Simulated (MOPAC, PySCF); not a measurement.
C2H6O, SMILES `COC`, neutral singlet in the gas phase. 

Z-matrix (Å, degrees):
```
O
C 1 1.3998
C 1 1.3998 2 113.17
H 2 1.1001 1 108.00 3 180.00
H 3 1.1001 1 108.00 2 -180.00
H 2 1.1103 4 108.49 1 -121.70
H 2 1.1103 4 108.49 6 -116.61
H 3 1.1103 5 108.49 1 121.70
H 3 1.1103 5 108.49 8 116.61
```
Charge 0, multiplicity 1.

All levels are single points at this geometry (B3LYP-D3(BJ)/def2-SVP); Pople sets use spherical d functions. Orbital energies aren't observables, and empty levels follow the basis.

```csv
level,HOMO (eV),LUMO (eV),gap (eV),dipole (D),"vertical IE, Delta-SCF (eV)"
B3LYP-D3(BJ)/def2-TZVP in PySCF,-7.21,1.01,8.22,1.19,9.95
B3LYP/3-21G in PySCF,-6.53,3.05,9.57,1.36,–
B3LYP/6-31G* in PySCF,-6.86,2.52,9.38,1.21,9.78
SVWN5/6-31G* in PySCF,-5.51,1.60,7.11,1.16,9.65
HF/3-21G in PySCF,-11.13,7.11,18.24,1.74,–
HF/6-31G* in PySCF,-11.38,6.35,17.74,1.48,8.90
AM1 in MOPAC,-10.59,3.19,13.78,1.40,–
PM6 in MOPAC,-9.70,2.44,12.13,1.90,–
PM7 in MOPAC,-9.88,2.52,12.39,1.74,–
```
